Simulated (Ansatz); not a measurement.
# [OF2]+ (SMILES F[O+]F): UCCSD(T)/STO-3G

What is the energy change on altering one bond length of [OF2]+ at UCCSD(T)/STO-3G? 

The results are computed with Ansatz 0.2.0.

18 further runs of the same task are left out: 15 that didn't finish, 3 set aside as unsound or not needed.

## (1) The molecule

The species is [OF2]+ (3 atoms), meant as a doublet with charge +1. As SMILES, `F[O+]F`. The coordinates come from a PBE0-D4/def2-TZVP relaxation.

Bond lengths: F1–O2 1.297 Å, O2–F3 1.297 Å. Angles: F1–O2–F3 108.0°.

## (2) The energy at UCCSD(T)/STO-3G

The input, input.yaml:

```yaml
crystal:
  periodic: [false, false, false]
  atoms:
    - {symbol: F, position_ang: [0.920200, -0.309010, 0.473410]}
    - {symbol: O, position_ang: [0.000640, 0.505210, 0.055670]}
    - {symbol: F, position_ang: [-0.920840, -0.196190, -0.529090]}
basis:
  gaussian: {orbitals: STO-3G}
total_charge: 1
magnetization: {spin_polarized: true, initial_magnetization: 1}
correlation: {method: ccsd_t, frozen_orbitals: {F: 1, O: 1}}
accuracy: high
scf: {omitted_lower_state_checks: [cluster_reference, increment]}
```

Command:

```bash
$ ansatz run input.yaml --threads 1 --pin off --max-ram 3480MiB --events-out events.jsonl --progress --plain --runs-dir runs
```

Output, shortened:

```text
Warning: RAYON_NUM_THREADS=1 ignored (pool sized by the plan → 1); use --threads N
Functional definition: HF
  name "HF"
[...]
250 factors; integrals over basis functions are off by at most 5.4e-8 eV
[...]
mean field -7331.75481990 eV, -269.4370199894 hartree, gradient 2.5e-8 eV, S^2 0.774236; 3 other end points of the search recorded, 0 dependent functions left out
3 core orbitals not correlated: weight in the atoms' cores, before any rotation towards them, 1.000 or more for the frozen orbitals, at most 0.000 for the correlated occupied ones
reference -7331.75481990 eV, -269.4370199894 hartree; 10, 9 occupied and 2, 3 virtual orbitals, 250 factors
second order -2.76651979 eV of doubles, -0.00000000 eV of singles
cycle   1  -3.31334162 eV  change   -5.5e-1 eV  update   9.6e-2
[...]
cycle  26  -4.08306708 eV  change  -3.4e-10 eV  update   1.9e-9
perturbative correction -0.10729819 eV, -0.0039431357 hartree
Total energy: -7335.94518517 eV, -269.5910130726 hartree
Checks for a lower state left out: cluster_reference, increment
```

Wall time 0.22 s (1 thread of Arm Neoverse V2, shared host).

## (3) The distorted shape

The input, run.yaml:

```yaml
crystal:
  periodic: [false, false, false]
  atoms:
    - symbol: F
      position_ang: [1.150121, -0.512593, 0.577859]
    - symbol: O
      position_ang: [0.000640, 0.505210, 0.055670]
    - symbol: F
      position_ang: [-0.920840, -0.196190, -0.529090]
basis:
  gaussian:
    orbitals: STO-3G
total_charge: 1
magnetization:
  spin_polarized: true
  initial_magnetization: 1
correlation:
  method: ccsd_t
  frozen_orbitals: {F: 1, O: 1}
accuracy: high
scf:
  omitted_lower_state_checks: [cluster_reference, increment]
```

Command:

```bash
$ ansatz run run.yaml --threads 1 --pin off --max-ram 3480MiB --events-out events.jsonl --progress --plain --runs-dir runs
```

Output, shortened:

```text
Warning: RAYON_NUM_THREADS=1 ignored (pool sized by the plan → 1); use --threads N
Functional definition: HF
  name "HF"
[...]
250 factors; integrals over basis functions are off by at most 4.6e-8 eV
[...]
mean field -7331.89454138 eV, -269.4421546593 hartree, gradient 6.4e-8 eV, S^2 1.400862; 21 other end points of the search recorded, 0 dependent functions left out
3 core orbitals not correlated: weight in the atoms' cores, before any rotation towards them, 1.000 or more for the frozen orbitals, at most 0.000 for the correlated occupied ones
reference -7331.89454138 eV, -269.4421546593 hartree; 10, 9 occupied and 2, 3 virtual orbitals, 250 factors
second order -1.82190452 eV of doubles, -0.00000000 eV of singles
cycle   1  -2.23033497 eV  change   -4.1e-1 eV  update   9.8e-2
[...]
cycle  59  -3.72199891 eV  change   7.8e-10 eV  update   1.7e-9
perturbative correction -0.14148512 eV, -0.0051994821 hartree
Total energy: -7335.75802541 eV, -269.5841350784 hartree
Checks for a lower state left out: cluster_reference, increment
```

Run time: 0.56 s. Hardware: 1 thread of Arm Neoverse V2, shared host.

## (4) Results

At UCCSD(T)/STO-3G, 3 core orbitals frozen:

| quantity | value |
| --- | --- |
| first shape: total energy | -269.59101 Eh |
| first shape: correlation energy (3 core orbitals frozen) | -154.0 mEh |
| first shape: (T) correction | -3.94 mEh |
| first shape: ⟨S²⟩ of the reference determinant | 0.774 |
| first shape: T1 diagnostic | 0.044 |
| distorted shape: total energy | -269.58414 Eh |
| distorted shape: correlation energy (3 core orbitals frozen) | -142.0 mEh |
| distorted shape: (T) correction | -5.20 mEh |
| distorted shape: ⟨S²⟩ of the reference determinant | 1.401 |
| distorted shape: T1 diagnostic | 0.077 |
| energy change with the F1–O2 bond stretched from 1.297 to 1.622 Å | 0.187 eV |

**Reading.** With the F1–O2 bond stretched from 1.297 to 1.622 Å the energy rises by 0.19 eV (4.3 kcal/mol). The first shape isn't relaxed at this level, so the change isn't measured from a minimum. The minimal basis adds a large error of its own. The triples (first shape) make up 2.6 % of the correlation energy. ⟨S²⟩ (distorted shape) is 1.40 where a pure doublet has 0.75: the reference is spin-contaminated. The T1 diagnostic (distorted shape) of 0.077 is above the customary mark for such species, so a single reference may not serve. The triples (distorted shape) make up 3.7 % of the correlation energy.
